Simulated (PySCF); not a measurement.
Simulated outer-valence photoelectron spectrum of fluoroacetylene, `C#CF`. Method: EOM-IP-CCSD/aug-cc-pVDZ in PySCF, restricted Hartree–Fock reference, frozen core, non-relativistic, gas phase, PBE0-D3(BJ)/def2-SVP geometry.

Each root has a Gaussian of 0.6 eV full width with its one-hole share as area; cross sections and vibrations are left out, and the highest printed point is 100.

(ionisation energy (eV), intensity): (10.6, 1), (10.8, 9), (11.0, 33), (11.2, 64), (11.4, 67), (11.6, 38), (11.8, 12), (12.0, 2), (12.2, 0), (12.4, 0), (12.6, 0), (12.8, 0), (13.0, 0), (13.2, 0), (13.4, 0), (13.6, 0), (13.8, 0), (14.0, 0), (14.2, 0), (14.4, 0), (14.6, 0), (14.8, 0), (15.0, 0), (15.2, 0), (15.4, 0), (15.6, 0), (15.8, 0), (16.0, 0), (16.2, 0), (16.4, 0), (16.6, 0), (16.8, 0), (17.0, 0), (17.2, 0), (17.4, 4), (17.6, 21), (17.8, 62), (18.0, 100), (18.2, 88), (18.4, 42), (18.6, 11), (18.8, 1)

**Question.** Where are the maxima, and how many lines lie under the curve?

**Answer.** 2 maxima, at 11.3 and 18.1 eV, from 3 lines (5 roots with degenerate partners counted). At this width some lines have no maximum of their own.

**Question.** List the lines with their holes.

**Answer.** 
```
E (eV)  leading hole (HF orbital)  area  Koopmans (eV)
 11.32                HOMO/HOMO-1  1.94          11.31
 18.03                     HOMO-2  0.94          19.58
 18.07              HOMO-3/HOMO-4  1.87          20.79
```

The widest gap, 6.71 eV, lies between 11.32 and 18.03 eV. Only orbitals with −ε under 21 eV, eight at most, were ionised, so the high end of the curve may lack lines.
